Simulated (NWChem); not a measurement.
Program: NWChem. System: FLi, charge 0, spin multiplicity 1, at a geometry optimised with B3LYP/def2-SVP. The structure started from a generated list of species. Level: CR-EOMCCSD(T)/def2-SVPD, 1 core orbitals frozen.

NWChem printed:

```
             Northwest Computational Chemistry Package (NWChem) 7.3.0
             --------------------------------------------------------

                                NWChem Input Module
                                -------------------

 Scaling coordinates for geometry "geometry" by  1.889725989
 (inverse scale =  0.529177249)

 Turning off AUTOSYM since
 SYMMETRY directive was detected!

                             Geometry "geometry" -> ""
                             -------------------------

 Output coordinates in angstroms (scale by  1.889725989 to convert to a.u.)

  No.       Tag          Charge          X              Y              Z
 ---- ---------------- ---------- -------------- -------------- --------------
    1 Li                   3.0000     0.00000000     0.00000000    -1.14672400
    2 F                    9.0000     0.00000000     0.00000000     0.38224100

 Effective nuclear repulsion energy (a.u.)       9.3447434853

            Nuclear Dipole moment (a.u.)
            ----------------------------
        X                 Y               Z
 ---------------- ---------------- ----------------
     0.0000000000     0.0000000000    -0.0000056692

      Symmetry information
      --------------------

 Group name             C2v
 Group number             16
 Group order               4
 No. of unique centers     2

      Symmetry unique atoms

     1    2


 Summary of "ao basis" -> "" (spherical)
 ------------------------------------------------------------------------------
       Tag                 Description            Shells   Functions and Types
 ---------------- ------------------------------  ------  ---------------------
 *                         def2-svpd                  on all atoms

 Summary of "ao basis" -> "ao basis" (spherical)
 ------------------------------------------------------------------------------
       Tag                 Description            Shells   Functions and Types
 ---------------- ------------------------------  ------  ---------------------
 Li                        def2-svpd                 6       12   3s3p
 F                         def2-svpd                 9       23   4s3p2d

                                 NWChem SCF Module
                                 -----------------

  ao basis        = "ao basis"
  functions       =    35
  atoms           =     2
  closed shells   =     6
  open shells     =     0
  charge          =   0.00
[...]
 Iteration  14 using   14 trial vectors
   0.0000357370080   0.2457537861462    6.68730     0.1     0.1

 Iteration  15 using   15 trial vectors
   0.0000209697062   0.2457537514616    6.68730     0.1     0.1

 Iteration  16 using   16 trial vectors
   0.0000089182323   0.2457542832709    6.68732     0.1     0.1
 --------------------------------------------------------------
 Iterations converged
 ------------------

 Excited state root  1
 Excitation energy / hartree =        0.245754283270930
                   / eV      =        6.687317145356878
 largest EOMCCSD amplitudes: R1 and R2

 Singles contributions
     7a1  (alpha) ---     6b1  (alpha)       -0.8357427961
    11a1  (alpha) ---     6b1  (alpha)       -0.4058907787

 Doubles contributions
======= CR-EOMCCSD(T) calculation ======
corresponding R0 value =     0.000000

CR-EOMCCSD(T) Intermediates cpu wall time             0.2            0.2
 creom_N i2_1 nr of boxes                    72
 creom_N i2_2 nr of boxes                   126
 creom_N i2_3 nr of boxes                    72
 creom_N i2_4 nr of boxes                   126

CR-EOMCCSD(T) triples loop cpu wall             0.1            0.1

 CR-EOMCCSD(T)  total energy / hartree       =      -106.834615182489060
 CR-EOMCCSD(T)  excitation energy (eV)       =      6.90358

 =========================================
 Excited-state calculation ( b2  symmetry)
 =========================================
 Dim. of EOMCC iter. space      500

 EOMCCSD SOLVER TYPE  1
  maxdiff =   0.47970615314099035

 No. of initial right vectors    1

 EOM-CCSD right-hand side iterations
 --------------------------------------------------------------
      Residuum       Omega / hartree  Omega / eV    Cpu    Wall
 --------------------------------------------------------------

 Iteration   1 using    1 trial vectors
   0.7399275493499   0.4177187173092   11.36671     0.1     0.1

 Iteration   2 using    2 trial vectors
   0.1159269562708   0.2667352873420    7.25824     0.1     0.1

 Iteration   3 using    3 trial vectors
   0.0796087372908   0.2587387510422    7.04064     0.1     0.1

 Iteration   4 using    4 trial vectors
   0.0729082615082   0.2493808032794    6.78600     0.1     0.1

 Iteration   5 using    5 trial vectors
   0.0250519346921   0.2466227706873    6.71095     0.1     0.1

 Iteration   6 using    6 trial vectors
   0.0105412868810   0.2460534614182    6.69546     0.1     0.1

 Iteration   7 using    7 trial vectors
   0.0082020465146   0.2457090812158    6.68609     0.1     0.1

 Iteration   8 using    8 trial vectors
   0.0070699794792   0.2457948130283    6.68842     0.1     0.1

 Iteration   9 using    9 trial vectors
   0.0023853111096   0.2457625369035    6.68754     0.1     0.1

 Iteration  10 using   10 trial vectors
   0.0014773337702   0.2457426388042    6.68700     0.1     0.1

 Iteration  11 using   11 trial vectors
   0.0007671828809   0.2457725768678    6.68781     0.1     0.1

 Iteration  12 using   12 trial vectors
   0.0002510794026   0.2457545584055    6.68732     0.1     0.1

 Iteration  13 using   13 trial vectors
   0.0000881699032   0.2457549881775    6.68734     0.1     0.1

 Iteration  14 using   14 trial vectors
   0.0000357370080   0.2457537861462    6.68730     0.1     0.1

 Iteration  15 using   15 trial vectors
   0.0000209697062   0.2457537514616    6.68730     0.1     0.1

 Iteration  16 using   16 trial vectors
   0.0000089182323   0.2457542832709    6.68732     0.1     0.1
 --------------------------------------------------------------
 Iterations converged
 ------------------

 Excited state root  1
 Excitation energy / hartree =        0.245754283270931
                   / eV      =        6.687317145356915
 largest EOMCCSD amplitudes: R1 and R2

 Singles contributions
     7a1  (alpha) ---     5b2  (alpha)       -0.8357427961
    11a1  (alpha) ---     5b2  (alpha)       -0.4058907787

 Doubles contributions
======= CR-EOMCCSD(T) calculation ======
corresponding R0 value =     0.000000

CR-EOMCCSD(T) Intermediates cpu wall time             0.2            0.2
 creom_N i2_1 nr of boxes                    72
 creom_N i2_2 nr of boxes                   126
 creom_N i2_3 nr of boxes                    72
 creom_N i2_4 nr of boxes                   126

CR-EOMCCSD(T) triples loop cpu wall             0.1            0.1

 CR-EOMCCSD(T)  total energy / hartree       =      -106.834615182489060
 CR-EOMCCSD(T)  excitation energy (eV)       =      6.90358

 Task  times  cpu:        6.7s     wall:        6.7s

 Total times  cpu:        6.7s     wall:        6.7s
```

### Question
Write an NWChem input that would produce this output.

### Answer
Several could match; the one computed here: 
```
start mol
memory heap 100 mb stack 700 mb global 1900 mb
geometry units angstroms nocenter noautoz
  Li     0.000000     0.000000    -1.146724
  F      0.000000     0.000000     0.382241
  symmetry group C2v
end
basis spherical
  * library def2-svpd
end
scf
  rhf
  nopen 0
  maxiter 100
  thresh 1e-7
  semidirect memsize 60000000 filesize 0
end
tce
  freeze core 1
  creomsd(t)
  nroots 1
  2eorb
  2emet 13
  thresh 1e-5
  maxiter 200
  tilesize 24
end
task tce energy
```
